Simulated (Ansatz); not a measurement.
Na (bcc, W type): values from a third-order Birch-Murnaghan fit to a volume scan beside measured ones. Computed values: PBE (plane waves to 420 eV, PAW, scalar-relativistic; Ansatz, a program for electronic structure). Na was relaxed with its symmetry unable to fall. The PAW data are Ansatz's earlier set.

| quantity | reference | kind | PBE | difference |
|---|---|---|---|---|
| Lattice constant a (Å) | 4.214 | measured, corrected to the static lattice | 4.197 | -0.4 % |
| Bulk modulus B₀ (GPa) | 7.9 | measured, corrected to the static lattice | 7.8 | -1.6 % |

PBE underestimates the lattice constant a by 0.4 %. For the bulk modulus B₀ it lies within 5 % of the reference.

References as given in: Daniel Mejia-Rodriguez, S. B. Trickey, Physical Review B (2018), arXiv:1807.09216.

(Under strain, the slope of the energy per volume gives the stress and its curvature an elastic modulus.)
